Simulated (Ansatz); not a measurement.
Reaction (homolysis of the Si–Si bond): `[SiH3][SiH3]` → 2 `[SiH3]`•

Program: Ansatz. Geometries: PBE0-D4/def2-TZVP. ΔE: electronic, gas phase. CCSD(T)/CBS is the MP2 limit (def2-TZVPP, def2-QZVPP) plus CCSD(T) − MP2 in def2-TZVPP, frozen cores. This one scheme is used for every species. Functionals use def2-TZVPP. B3LYP here is the variant with VWN-RPA as its local correlation; programs differ in this. HSE06 is defined as in plane-wave codes. Open shells (•) are unrestricted, without spin–orbit coupling.

`[SiH3][SiH3]`:

Z-matrix (Å, degrees):
```
Si
Si 1 2.338
H 1 1.488 2 110.3
H 1 1.488 2 110.3 3 120.0
H 1 1.488 2 110.3 3 -120.0
H 2 1.488 1 110.3 3 59.9
H 2 1.488 1 110.3 3 179.9
H 2 1.488 1 110.3 3 -60.1
```

`[SiH3]`•:

```xyz
4

Si   -0.312   -0.038   -0.122
H     0.427   -1.301   -0.378
H    -0.429    0.233    1.334
H     0.314    1.106   -0.834
```

| level | ΔE (kJ/mol) | difference from CCSD(T)/CBS |
| --- | --- | --- |
| r2SCAN-D4 | 308.5 | -26.1 |
| B3LYP-D4 | 317.7 | -16.9 |
| r2SCANh-D4 | 308.6 | -26.0 |
| HSE06-D4 | 322.1 | -12.5 |
| LC-ωPBE | 316.0 | -18.6 |
| RPA@PBE/def2-TZVPP | 307.9 | -26.7 |
| CCSD/def2-SVP | 300.8 | -33.8 |
| CCSD(T)/def2-TZVPP | 322.0 | -12.6 |
| MP2/def2-QZVPP | 328.7 | -5.9 |
| SCS-MP2/def2-QZVPP | 333.0 | -1.6 |
| CCSD(T)/CBS | 334.6 | 0 |

Largest T1 diagnostic among the species: 0.015.

From BLYP to BHLYP (50 % exact exchange), in def2-TZVPP and without D4, ΔE moves by +11.7 kJ/mol. The D4 term adds +9.5 kJ/mol with B3LYP and +5.2 kJ/mol with PBE0; it sums over pairs of atoms, weighted by their polarisabilities, and B3LYP, whose exchange is more repulsive, gets the larger term.
